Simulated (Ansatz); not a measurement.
Gas-phase reaction in SMILES: ClC(Cl)=C(Cl)Cl → Cl[C]=C(Cl)Cl + Cl atom (the C-Cl bond breaks)

Wanted: bond dissociation energy (enthalpy at 298 K), in kcal/mol. Terms: LANL2DZ with its own core potentials from Na on; 6-31G* and kin with 6d, 5d where marked; 6-311+G** with 5d, 6d on Na to Ar in Ansatz (a program for electronic structure); UHF or UKS for open shells; non-relativistic; dispersion terms only where a functional's name holds one; spin-orbit terms left out. Ab initio and DFT rows: single points at B3LYP-D3(BJ) geometries (Ansatz), with unscaled harmonic terms from B3LYP/6-31G* at its own minima.

```csv
level,program,bond dissociation energy (enthalpy at 298 K) (kcal/mol)
B3LYP/STO-3G,Ansatz,88.7
B3LYP/3-21G,Ansatz,73.1
B3LYP/LANL2DZ,Ansatz,68.9
B3LYP/6-31G,Ansatz,70.2
B3LYP/6-31G*,Ansatz,80.5
B3LYP/6-31+G*,Ansatz,79.3
B3LYP/def2-SVP,Ansatz,82.0
B3LYP/cc-pVDZ,Ansatz,80.0
B3LYP/6-311+G**,Ansatz,79.3
B3LYP/def2-TZVPD,Ansatz,80.9
```

No value to compare with is used here. The 9 habitual levels span 68.9 (B3LYP/LANL2DZ) to 88.7 kcal/mol (B3LYP/STO-3G); B3LYP/def2-TZVPD gives 80.9.

The sets are all those run for this method; runs whose electronic state is in doubt are left out.
